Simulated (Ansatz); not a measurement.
Job for Ansatz (an electronic-structure program): U-CCSD(T)/aug-cc-pVTZ on HN2 (SMILES [N]=N), 2S+1 = 2.

Ansatz 0.2 input:
```yaml
crystal:
  periodic: [false, false, false]
  atoms:
    - {symbol: N, position_ang: [0.00000000, 0.00000000, 0.00000000]}
    - {symbol: N, position_ang: [1.17820000, 0.00000000, 0.00000000]}
    - {symbol: H, position_ang: [1.64496947, 0.93663681, 0.00000000]}
basis:
  gaussian:
    orbitals: aug-cc-pVTZ
magnetization: {spin_polarized: true, initial_magnetization: 1}
correlation: {method: ccsd_t, electrons: outside_noble_gas}
scf: {omitted_lower_state_checks: [cluster_reference]}
```

It printed:

```
WARN ansatz: RAYON_NUM_THREADS=2 ignored (pool sized by the plan → 2); use --threads N
Functional definition: HF
these checks for a lower state are left out or cut short: cluster_reference
integrals: 0.26 GiB planned
673 factors; integrals over basis functions are off by at most 8.6e-4 eV
mean field: 0.23 GiB planned
mean field evaluation 1: about -2977.8165 eV, gradient 1.2e1 eV
mean field evaluation 2: about -2977.8241 eV, gradient 1.2e1 eV
mean field evaluation 4: about -2978.6985 eV, gradient 2.1e0 eV
mean field evaluation 8: about -2978.7899 eV, gradient 4.1e-1 eV
mean field evaluation 16: about -2978.8326 eV, gradient 3.2e-4 eV
mean field -2978.83262596 eV, -109.4700798787 hartree, gradient 2.9e-6 eV, S^2 0.878839; 0 other end points of the search recorded, 0 dependent functions left out
2 core orbitals not correlated
reference -2978.83262596 eV, -109.4700798787 hartree; 6, 5 occupied and 107, 108 virtual orbitals, 673 factors
second order -9.87831262 eV of doubles, -0.00000000 eV of singles
coupled cluster: 0.68 GiB planned
cycle   1  -9.90519711 eV  change   -2.7e-2 eV  update   9.5e-2
cycle   2  -10.30881444 eV  change   -4.0e-1 eV  update   4.0e-2
cycle   3  -10.47893909 eV  change   -1.7e-1 eV  update   3.1e-2
cycle   4  -10.49072096 eV  change   -1.2e-2 eV  update   1.3e-2
cycle   5  -10.49671378 eV  change   -6.0e-3 eV  update   4.9e-3
cycle   6  -10.49842427 eV  change   -1.7e-3 eV  update   1.5e-3
cycle   7  -10.49831584 eV  change    1.1e-4 eV  update   4.9e-4
cycle   8  -10.49835596 eV  change   -4.0e-5 eV  update   2.2e-4
cycle   9  -10.49836403 eV  change   -8.1e-6 eV  update   9.6e-5
cycle  10  -10.49837850 eV  change   -1.4e-5 eV  update   3.8e-5
cycle  11  -10.49840194 eV  change   -2.3e-5 eV  update   1.2e-5
cycle  12  -10.49839861 eV  change    3.3e-6 eV  update   5.0e-6
coupled cluster: 0.68 GiB planned
perturbative correction -0.50591122 eV, -0.0185918944 hartree
Total energy: -2989.83693579 eV, -109.8744808059 hartree
Checks for a lower state left out: cluster_reference
```

The run converged. Its determinant has ⟨S²⟩ = 0.88, a mixture of spin states.

Cost: roughly 18 core-seconds.
